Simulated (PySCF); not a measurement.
## Sulfur: a sound run and one with changed settings

Sound run: S [Ne] 3s2 3p4, S+ [Ne] 3s2 3p3. All numbers are calculated (PySCF 2.14, the non-relativistic Hamiltonian (point nucleus), in def2-SVP (4s3p1d, 18 functions)). In the sound run the correlated levels freeze [Ne]. The sound run starts from symmetry-adapted Hartree-Fock orbitals and uses a fine grid where one is needed.

Changed run: initial guess atom, at most 50 SCF cycles.

```json
{"species": "S", "method": "UHF", "sound run (hartree)": "-397.36640", "changed run (hartree)": "-397.36640", "converged": "yes"}
{"species": "S", "method": "M06-L", "sound run (hartree)": "-397.97692", "changed run (hartree)": "-397.97692", "converged": "yes"}
{"species": "S", "method": "CCSD(T)", "sound run (hartree)": "-397.46790", "changed run (hartree)": "-397.46790", "converged": "yes"}
{"species": "S+", "method": "PBE0", "sound run (hartree)": "-397.45791", "changed run (hartree)": "-397.45791", "converged": "yes"}
{"species": "S+", "method": "MP2", "sound run (hartree)": "-397.09698", "changed run (hartree)": "-397.09698", "converged": "yes"}
```

Here the plain start reaches the same solutions.
